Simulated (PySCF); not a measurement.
Gas-phase reaction: 2 Al(CH3)3 = Al2H6 + 2 C3H6 (propylene)

Method: PySCF energies plus ideal-gas RRHO corrections (1 bar). † marks an energy on the PBE0/def2-TZVP geometry and frequencies; other levels use their own. MP2 and CCSD(T) freeze the core. All species are closed-shell singlets. Methyl groups turn as free rotors in Al(CH3)3. Al2H6: computed as isolated molecules; such fragments, hydroxides, amides, oligomers or adducts are transient or little studied in the gas. MP2 isn't extrapolated to the basis-set limit; its ΔH°(298 K) is 250.8 kJ in def2-SVP and 296.2 kJ in def2-TZVPP. CCSD(T) isn't extrapolated to the basis-set limit. The harmonic model lacks anharmonicity and excited electronic states, which grow with temperature; levels with a mode under 35 cm⁻¹ are left out. Internal rotation in C3H6 (propylene) is treated as a harmonic vibration of one conformer, which makes the entropy rough.

| level | ΔE electronic, kJ | ΔH°(298 K), kJ | ΔS°(298 K), J/K | ΔG°(1000 K), kJ |
|---|---|---|---|---|
| CCSD(T)/def2-SVP† | 234 | 212 | 108 | 105 |
| HF/def2-TZVP† | 234 | 212 | 108 | 105 |
| M06-2X/def2-TZVP† | 330 | 308 | 108 | 201 |
| MP2/def2-TZVPP† | 319 | 296 | 108 | 189 |
| PBE/def2-SVP | 278 | 255 | 108 | 148 |
| PBE0/def2-TZVP | 308 | 285 | 108 | 178 |
| ωB97X-V/def2-TZVP† | 299 | 277 | 108 | 170 |
ΔH° is lowest at CCSD(T)/def2-SVP† and highest at M06-2X/def2-TZVP†. No reference value is set beside these.
